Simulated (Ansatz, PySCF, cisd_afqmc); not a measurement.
Species: C₂H₃, charge 0, doublet. C2H3 (SMILES [CH]=C, doublet).
B3LYP-D3(BJ)/def2-TZVP minimum from Ansatz (an electronic-structure program):
```
C
C 1 1.3014
H 2 1.0786 1 138.61
H 1 1.0866 2 122.29 3 -180.00
H 1 1.0922 4 115.87 2 -180.00
```
Charge 0, spin multiplicity 2.

Atomisation energy term by term, kcal/mol (programs: Ansatz, cisd_afqmc). UHF or UKS for unpaired electrons; spin-orbit terms are left out. Correlated methods leave the cores frozen. Rows without X2C or -DK are non-relativistic. The Monte Carlo rows (phaseless AFQMC, CISD trial, step 0.005/hartree) carry one-sigma bars that omit the constraint's bias. Outlying blocks are dropped, and bars are widened where a walk drifts. Over all cases where full CI ran beside it in this data, AFQMC minus full CI had a median of +0.1 mEh and passed +0.4 mEh in a tenth of the cases. CBS(X,Y): correlation extrapolated as X^-3, Hartree-Fock from the larger set (Q,5: extrapolated as (X+1)exp(-9√X)). A bracket is a step between two methods taken in the basis named. '+ core + X2C': CCSD(T) terms for core correlation (cc-pwCVTZ) and scalar relativity (cc-pVTZ-DK). For partners of very few electrons the exact lower level stands in for a higher one. The UHF reference of C2H3 ([CH]=C, doublet) is spin-contaminated (<S^2> up to 0.19 over the pure value in the sets run).

| term | basis | kcal/mol |
|---|---|---|
| Hartree-Fock | CBS(cc-pVQZ,cc-pV5Z) | 338.06 |
| CCSD correlation | CBS(cc-pVQZ,cc-pV5Z) | 98.62 |
| (T) | CBS(cc-pVQZ,cc-pV5Z) | 6.66 |
| CCSDT(Q) - CCSD(T) | cc-pVTZ | 0.55 |
| core correlation | cc-pwCVTZ | 2.08 |
| scalar relativity | X2C, cc-pVTZ-DK | -0.30 |
| minus zero-point energy | Hessian by PySCF at B3LYP-D3(BJ)/def2-TZVP | -22.86 |
| sum: D0 |  | 422.8 |

The step beyond CCSD(T) by other levels: AFQMC/CISD in cc-pVDZ 0.58 ± 0.22; CCSDT(Q) in cc-pVDZ 0.73 kcal/mol.
